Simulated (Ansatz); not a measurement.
Steps of a relaxation of NO₃−, SMILES `O=[N+]([O-])[O-]` with RKS PBE0-D4/def2-TZVPD.

```sh
$ ansatz run in.yaml --threads 4 --pin off --events-out ev --progress --plain --max-ram 10444MiB
```

```yaml
crystal:
  periodic: [false, false, false]
  atoms:
    - {symbol: O, position_ang: [0.301512, 0.532844, 1.109881]}
    - {symbol: N, position_ang: [-0.000035, -0.000011, -0.000016]}
    - {symbol: O, position_ang: [0.478346, -1.132045, -0.310241]}
    - {symbol: O, position_ang: [-0.779813, 0.599223, -0.799634]}
basis:
  gaussian: {orbitals: def2-TZVPD}
total_charge: -1
hamiltonian: {xc: pbe0, dispersion: d4}
relax: {f_tol: 0.005, max_steps: 150}
```

Positions (Å) and forces (eV/Å) along the path, 5 of 5 steps:

```xyz
4
step=1 energy=-7624.6495 eV
O     0.302    0.533    1.110   -0.339   -0.598   -1.246
N     0.000    0.000    0.000    0.002    0.001    0.002
O     0.478   -1.132   -0.310   -0.537    1.269    0.348
O    -0.780    0.599   -0.800    0.874   -0.672    0.896
4
step=2 energy=-7624.6906 eV
O     0.298    0.527    1.097   -0.108   -0.195   -0.413
N     0.000    0.000    0.000   -0.011   -0.007    0.008
O     0.473   -1.119   -0.307   -0.173    0.420    0.112
O    -0.771    0.592   -0.790    0.292   -0.219    0.293
4
step=3 energy=-7624.6953 eV
O     0.297    0.524    1.092   -0.006   -0.011   -0.022
N     0.000    0.000    0.000    0.000    0.000    0.000
O     0.471   -1.114   -0.305   -0.010    0.023    0.006
O    -0.767    0.589   -0.787    0.016   -0.012    0.016
4
step=4 energy=-7624.6953 eV
O     0.296    0.524    1.091    0.005    0.009    0.019
N     0.000    0.000    0.000    0.000    0.000    0.000
O     0.470   -1.113   -0.305    0.008   -0.019   -0.005
O    -0.767    0.589   -0.786   -0.013    0.010   -0.014
4
step=5 energy=-7624.6953 eV
O     0.297    0.524    1.092    0.000    0.000    0.000
N     0.000    0.000    0.000    0.000    0.000    0.000
O     0.470   -1.113   -0.305    0.000    0.000    0.000
O    -0.767    0.589   -0.786    0.000    0.000    0.000
```

Run time 6.5 s (4 threads of an Arm Neoverse V1 on a shared host); peak host memory 0.26 GiB.
